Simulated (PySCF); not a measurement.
Gas-phase reaction: Si₂H₆ + 4 Cl = 2 SiHCl₂ + 4 H

Method: PySCF energies plus ideal-gas RRHO corrections (1 bar). † marks an energy on the PBE0/def2-TZVP geometry and frequencies; other levels use their own. CCSD(T) freezes the core. 6-31G* has spherical d functions here. Open shells (unrestricted): Cl (multiplicity 2, electronic degeneracy 6), SiHCl₂ (multiplicity 2), H (multiplicity 2); the rest are closed-shell singlets. Spin-orbit splitting is ignored; it lowers the true energy and changes the entropy of Cl. B3LYP is the form with VWN-RPA correlation. SiHCl₂: computed as isolated molecules; such fragments, hydroxides, amides, oligomers or adducts are transient or little studied in the gas. CCSD(T) isn't extrapolated to the basis-set limit; its ΔH°(298 K) is 111.8 kJ in def2-SVP and 52.9 kJ in def2-TZVPP. The harmonic model lacks anharmonicity and excited electronic states, which grow with temperature; levels with a mode under 35 cm⁻¹ are left out. Internal rotation in Si₂H₆ is treated as a harmonic vibration of one conformer, which makes the entropy rough.

| level | ΔE electronic, kJ | ΔH°(298 K), kJ | ΔS°(298 K), J/K | ΔG°(1200 K), kJ |
|---|---|---|---|---|
| B3LYP/6-31G* | 163 | 102 | 107 | -47 |
| CCSD(T)/def2-SVP† | 171 | 112 | 105 | -33 |
| PBE/def2-SVP | 10 | -48 | 106 | -194 |
| r2SCAN/def2-TZVP† | 8 | -51 | 105 | -196 |
| ωB97M-V/def2-TZVP† | 51 | -8 | 105 | -154 |
ΔH° is lowest at r2SCAN/def2-TZVP† and highest at CCSD(T)/def2-SVP†. No reference value is set beside these.
